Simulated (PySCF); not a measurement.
## State search for PO

Unrestricted PBE0; P def2-SVP, O def2-SVP; no relativity (PySCF 2.14). Outer shells of the fragments: P 3s2 3p3; O 2s2 2p4.

Followed along the bond (rough minima from three points):

```tsv
2Ms+1	unpaired	⟨S²⟩ at the start	R at minimum (Å)	Te (eV)
2	π ↑	0.76	1.49	0.00
4	π ↑↑↑	3.76	none in the scan	≤ 3.00
```

Solutions found at the starting distance of 1.665 Å, counted from the lowest of them; the search is not exhaustive and high or unbound solutions are not listed, so other states can lie among these:

```csv
2Ms+1,unpaired,term,E (eV),⟨S²⟩,⟨Lz²⟩,μ (D)
2,π ↑,²Π,0.00,0.76,1.01,-2.53
4,π ↑↑↑,⁴Π,2.36,3.76,1.00,-0.65
2,π ↑↑↓,mixed,2.81,1.76,3.02,-0.71
4,"σ ↑, π ↑↑",⁴Σ⁻,3.27,3.76,0.00,-2.06
2,"σ ↓, π ↑↑",mixed,3.95,1.77,0.00,-1.67
2,"σ ↑, π ↑↓",mixed,3.96,1.77,2.01,-1.76
```

A term symbol is given only where ⟨S²⟩ and ⟨Lz²⟩ are close to those of a pure state; real π, δ and φ orbitals otherwise mix terms. A positive dipole means P(−)O(+).

Counting both spins, an empty level lies below a filled one in some of these solutions, because spin and occupation are held.
